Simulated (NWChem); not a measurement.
## Total energies of P (+1)

```xyz
1

P      0.0000     0.0000     0.0000
```
Charge +1, spin multiplicity 3.

Program: NWChem.

Basis set: 6-311G** (26 functions).

| method | total energy (Ha) |
|---|---|
| UHF | -340.34191 |
| UMP2 | -340.39201 |
| UB2PLYP | -340.75744 |
| UPBE | -340.71653 |
| UB3LYP | -340.89805 |
| Ur2SCAN | -340.84388 |

Total energies of different functionals aren't comparable as a measure of quality: only differences taken within one method are. 

The correlated methods keep 5 core orbitals frozen. B3LYP has NWChem's definition, with VWN1-RPA local correlation. The Pople sets run with spherical d functions. No SCF solution was tested for a lower state. Open-shell Hartree-Fock references start from PBE0 orbitals.
